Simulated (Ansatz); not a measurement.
The inner images of a band of C$_{2}$H$_{6}$N$_{2}$ (10 atoms, charge 0, multiplicity 1) are given out of order.

Method: RKS PBE-D4/STO-3G (Ansatz 0.2.0).

First end point:

```xyz
10
Properties=species:S:1:pos:R:3
C -1.258 0.315 -0.406
C 0.000 -0.003 -0.002
N 0.822 -1.059 -0.600
N 0.716 0.664 1.089
H -1.796 -0.307 -1.131
H -1.771 1.203 -0.018
H 1.242 -1.621 0.201
H 0.161 -1.731 -1.091
H 1.700 0.870 0.739
H 0.266 1.617 1.223
```

Last end point:

```xyz
10
Properties=species:S:1:pos:R:3
C -1.348 0.169 -0.138
C -0.029 -0.054 0.111
N 0.633 -1.340 -0.130
N 0.815 0.867 0.879
H -1.973 -0.598 -0.610
H -1.832 1.105 0.167
H 0.088 -1.830 -0.899
H 1.591 -1.148 -0.554
H 1.757 0.945 0.388
H 0.381 1.832 0.789
```

Task: Put them in order from the first end to the last, with their energies above the first end.
A.
```xyz
10
Properties=species:S:1:pos:R:3
C -1.317 -0.037 0.256
C 0.034 0.010 0.117
N 0.883 -1.166 -0.200
N 0.848 1.165 0.477
H -1.873 -0.956 0.031
H -1.892 0.830 0.604
H 0.220 -2.000 -0.161
H 1.107 -1.099 -1.245
H 1.741 1.145 -0.095
H 0.334 2.056 0.219
```
B.
```xyz
10
Properties=species:S:1:pos:R:3
C -1.297 0.154 -0.204
C 0.030 0.022 0.051
N 0.903 -1.050 -0.508
N 0.797 0.892 0.933
H -1.842 -0.616 -0.763
H -1.872 1.017 0.157
H 0.888 -1.839 0.215
H 0.330 -1.466 -1.305
H 1.771 0.971 0.520
H 0.376 1.866 0.907
```
C.
```xyz
10
Properties=species:S:1:pos:R:3
C -1.317 -0.008 0.140
C 0.040 0.020 0.106
N 0.921 -1.139 -0.264
N 0.846 1.127 0.593
H -1.871 -0.901 -0.176
H -1.905 0.853 0.484
H 0.335 -1.998 -0.017
H 0.883 -1.169 -1.336
H 1.778 1.111 0.088
H 0.374 2.052 0.383
```
D.
```xyz
10
Properties=species:S:1:pos:R:3
C -1.307 0.089 -0.094
C 0.039 0.028 0.071
N 0.935 -1.075 -0.432
N 0.823 0.990 0.825
H -1.857 -0.731 -0.572
H -1.894 0.947 0.261
H 0.682 -1.920 0.177
H 0.481 -1.358 -1.359
H 1.787 1.024 0.386
H 0.394 1.955 0.739
```
E.
```xyz
10
Properties=species:S:1:pos:R:3
C -1.283 0.229 -0.307
C 0.015 0.011 0.028
N 0.861 -1.041 -0.564
N 0.760 0.780 1.023
H -1.824 -0.477 -0.949
H -1.833 1.104 0.061
H 1.085 -1.734 0.217
H 0.224 -1.589 -1.216
H 1.743 0.915 0.640
H 0.334 1.752 1.071
```
F.
```xyz
10
Properties=species:S:1:pos:R:3
C -1.311 -0.051 0.361
C 0.028 -0.005 0.123
N 0.846 -1.196 -0.157
N 0.852 1.180 0.363
H -1.870 -0.987 0.247
H -1.862 0.833 0.703
H 0.159 -1.989 -0.328
H 1.313 -1.052 -1.107
H 1.657 1.178 -0.331
H 0.273 2.038 0.129
```
G.
```xyz
10
Properties=species:S:1:pos:R:3
C -1.313 0.034 0.022
C 0.042 0.027 0.091
N 0.942 -1.107 -0.346
N 0.839 1.069 0.709
H -1.866 -0.827 -0.375
H -1.905 0.893 0.369
H 0.492 -1.973 0.098
H 0.668 -1.257 -1.373
H 1.791 1.071 0.245
H 0.394 2.019 0.563
```

Result: E (+3.8 kJ/mol), B (+13.5 kJ/mol), D (+23.3 kJ/mol), G (+27.3 kJ/mol), C (+23.8 kJ/mol), A (+16.6 kJ/mol), F (+11.3 kJ/mol).

The run took 52 s on 1 thread of Arm Neoverse V2, with other jobs on the host, peak memory 0.18 GiB.
